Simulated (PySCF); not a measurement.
HN2, SMILES [NH+]#N, charge +1.

Geometry optimised at PBE0-D3(BJ)/def2-TZVPD. The isomer is the one that the SMILES or the coordinates give; other isomers of the formula were not compared.

The numbers are results of TDA-LC-ωPBE/def2-TZVPD (PySCF 2.14.0), not measurements.

Vertical excitations; the highest root listed may be one member of a degenerate set. Gas-phase values at a fixed geometry. State labels are in the subgroup C2v.

Computed lowest excited states:
| state | symmetry | energy (eV) | λ (nm) | f | main pairs |
|---|---|---|---|---|---|
| S1 | A2 | 9.58 | 129 | 0.000 | HOMO−1→LUMO 50 %, HOMO−2→LUMO+1 50 % |
| S2 | A2 | 10.12 | 122 | 0.000 | HOMO−2→LUMO+1, HOMO−1→LUMO (degenerate set) |
| S3 | A1 | 10.12 | 122 | 0.000 | HOMO−1→LUMO+1, HOMO−2→LUMO (degenerate set) |
| S4 | B2 | 10.63 | 117 | 0.047 | HOMO→LUMO+1 (degenerate set) |
| S5 | B1 | 10.63 | 117 | 0.047 | HOMO→LUMO (degenerate set) |
| S6 | B2 | 15.06 | 82 | 0.001 | HOMO−1→LUMO+2 (degenerate set) |
| S7 | B1 | 15.06 | 82 | 0.001 | HOMO−2→LUMO+2 (degenerate set) |
| S8 | A1 | 15.22 | 81 | 0.002 | HOMO→LUMO+2 80 % |
| S9 | A1 | 16.63 | 75 | 0.375 | HOMO→LUMO+3 72 % |
| S10 | B2 | 17.21 | 72 | 0.121 | HOMO−1→LUMO+3 91 % |
| T1 | A1 | 7.61 | 163 | 0 | HOMO−1→LUMO+1 49 %, HOMO−2→LUMO 49 % |
| T2 | B2 | 7.96 | 156 | 0 | HOMO→LUMO+1 (degenerate set) |
| T3 | B1 | 7.96 | 156 | 0 | HOMO→LUMO (degenerate set) |
| T4 | A2 | 8.35 | 149 | 0 | HOMO−1→LUMO 49 %, HOMO−2→LUMO+1 49 % |
Triplets are in the Tamm–Dancoff approximation.
